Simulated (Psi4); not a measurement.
**wB97X-D/cc-pVDZ-F12 (sweep point 1) run of BNH3F (SMILES NBF)**

Aim: the vertical electron affinity of BNH3F at wB97X-D/cc-pVDZ-F12 (sweep point 1), from 2 runs. 

The results are computed with Psi4 1.11.

## 1. Starting point

BNH3F: 6 atoms, total charge 0, spin state singlet. SMILES: `NBF`. Geometry: relaxed at PBE0-D4/def2-TZVP.

Bond lengths: N1–B2 1.389 Å, B2–F3 1.337 Å, N1–H4 1.004 Å, N1–H5 1.006 Å, B2–H6 1.196 Å. Angles: N1–B2–F3 119.2°, N1–B2–H6 121.8°, F3–B2–H6 119.0°, B2–N1–H4 122.4°, B2–N1–H5 122.9°, H4–N1–H5 114.6°.

## 2. The energy at wB97X-D/cc-pVDZ-F12 (sweep point 1)

Contents of calc.in:

```
memory 1.6 GB

molecule geom {
  N     -0.426400     0.101100    -0.582100
  B      0.415700    -0.151700     0.493800
  F      0.446700     0.710400     1.515900
  H     -0.487800    -0.513300    -1.373400
  H     -1.022000     0.910700    -0.632200
  H      1.115700    -1.121200     0.531800
  symmetry c1
}

set {
  puream               true
  scf_type             pk
  dft_radial_points    99
  dft_spherical_points 590
}

energy("wb97x-d/cc-pVDZ-F12")
```

The run is started by

```sh
$ psi4 -n 1 calc.in calc.out
```

calc.out:

```text
[...]
  Running in c1 symmetry.
[...]
  Nuclear repulsion =   65.180622369518190
[...]
  Multiplicity = 1
[...]
  Nalpha       = 12
  Nbeta        = 12
[...]
    Number of basis functions: 117
[...]
   @RKS iter   1:  -181.16687755747739   -6.13012e-01   6.34882e-03 DIIS/ADIIS
[...]
   @RKS iter   8:  -181.36972368274272   -5.99078e-09   5.91042e-07 DIIS
[...]
    Orbital Energies [Eh]
    ---------------------
    Doubly Occupied:
       1A    -24.795567     2A    -14.439180     3A     -6.891725
       4A     -1.297312     5A     -0.979824     6A     -0.646552
       7A     -0.618311     8A     -0.579302     9A     -0.531595
      10A     -0.523332    11A     -0.431501    12A     -0.387048
[...]
  @RKS Final Energy:  -181.36972368274272
   => Energetics <=
    Nuclear Repulsion Energy =             65.1806223695181899
    One-Electron Energy =                -378.1576332593079997
    Two-Electron Energy =                 147.3318545190339535
    DFT Exchange-Correlation Energy =     -15.7236564953026541
    Empirical Dispersion Energy =          -0.0009108166841876
    VV10 Nonlocal Energy =                  0.0000000000000000
    Total Energy =                       -181.3697236827427162
[...]
 Multipole Moments:
 ------------------------------------------------------------------------------------
     Multipole            Electronic (a.u.)      Nuclear  (a.u.)        Total (a.u.)
 ------------------------------------------------------------------------------------
 L = 1.  Multiply by 2.5417464519 to convert [e a0] to [Debye]
 Dipole X            :          0.8828849           -1.3159375           -0.4330526
 Dipole Y            :          1.3291433           -1.4470758           -0.1179325
 Dipole Z            :          2.9254882           -3.7581444           -0.8326562
 Magnitude           :                                                    0.9459170
[...]
```

Run time: 16 s. Hardware: 1 thread of AMD EPYC 9R45 (Zen 5), shared host; peak memory 0.9 GiB.

## 3. The doublet anion, same level

Contents of input.in:

```
memory 1600 MB

molecule {
  -1 2
  N     -0.426400     0.101100    -0.582100
  B      0.415700    -0.151700     0.493800
  F      0.446700     0.710400     1.515900
  H     -0.487800    -0.513300    -1.373400
  H     -1.022000     0.910700    -0.632200
  H      1.115700    -1.121200     0.531800
  symmetry c1
}

set globals {
  basis                cc-pVDZ-F12
  reference            uks
  puream               true
  scf_type             pk
  dft_radial_points    99
  dft_spherical_points 590
  maxiter              150
}

E, wfn = energy("wb97x-d", return_wfn=True)
```

The run is started by

```sh
$ psi4 -i input.in -o input.out -n 1
```

input.out:

```text
[...]
  Running in c1 symmetry.
[...]
  Nuclear repulsion =   65.180622369518190
[...]
  Multiplicity = 2
[...]
  Nalpha       = 13
  Nbeta        = 12
[...]
    Number of basis functions: 117
[...]
   @UKS iter   1:  -180.89149451183016   -3.37629e-01   7.75787e-03 DIIS/ADIIS
[...]
   @UKS iter  16:  -181.33824945531674   -2.24024e-07   2.91913e-07 DIIS
[...]
   @S^2 Observed:                7.505187255E-01
[...]
    Orbital Energies [Eh]
    ---------------------
    Alpha Occupied:
       1A    -24.667143     2A    -14.286411     3A     -6.753158
       4A     -1.169650     5A     -0.827367     6A     -0.511373
       7A     -0.468499     8A     -0.439883     9A     -0.404019
      10A     -0.388660    11A     -0.299726    12A     -0.237215
      13A      0.029042
    Alpha Virtual:
      14A      0.134595    15A      0.137520    16A      0.145351
      17A      0.221559    18A      0.236864    19A      0.237021
      20A      0.280357    21A      0.292836    22A      0.300281
      23A      0.332368    24A      0.354099    25A      0.356737
[...]
  @UKS Final Energy:  -181.33824945531674
   => Energetics <=
    Nuclear Repulsion Energy =             65.1806223695181899
    One-Electron Energy =                -381.4629983154331967
    Two-Electron Energy =                 150.6861114171036320
    DFT Exchange-Correlation Energy =     -15.7410741098211595
    Empirical Dispersion Energy =          -0.0009108166841876
    VV10 Nonlocal Energy =                  0.0000000000000000
    Total Energy =                       -181.3382494553167419
[...]
 Multipole Moments:
 ------------------------------------------------------------------------------------
     Multipole            Electronic (a.u.)      Nuclear  (a.u.)        Total (a.u.)
 ------------------------------------------------------------------------------------
 L = 1.  Multiply by 2.5417464519 to convert [e a0] to [Debye]
 Dipole X            :          2.7928446           -1.3159375            1.4769071
 Dipole Y            :          1.7460453           -1.4470758            0.2989695
 Dipole Z            :          6.4814439           -3.7581444            2.7232995
 Magnitude           :                                                    3.1123942
[...]
```

Wall time 41 s (1 thread of AMD EPYC 9R45 (Zen 5), shared host); peak memory 0.9 GiB.

## 4. What came out

Level: wB97X-D/cc-pVDZ-F12 (sweep point 1).

```
                                         quantity          value
                      singlet BNH3F: total energy  -181.36972 Eh
                     singlet BNH3F: dipole moment         2.40 D
                       singlet BNH3F: HOMO energy      -10.53 eV
                       singlet BNH3F: LUMO energy        1.08 eV
                     singlet BNH3F: HOMO–LUMO gap       11.62 eV
                 singlet BNH3F: dispersion energy   -2.39 kJ/mol
                      doublet anion: total energy  -181.33825 Eh
doublet anion: HOMO energy (highest over α and β)        0.79 eV
 doublet anion: LUMO energy (lowest over α and β)        3.66 eV
                 doublet anion: dispersion energy   -2.39 kJ/mol
                              doublet anion: ⟨S²⟩          0.751
vertical electron affinity (to the doublet anion)      -0.856 eV
```

The anion lies 0.86 eV (82.6 kJ/mol) above the neutral: the electron isn't bound at this level, and such a value depends on the basis. The HOMO (doublet anion) lies at positive energy, 0.79 eV; only total energies tell whether the electron is bound.
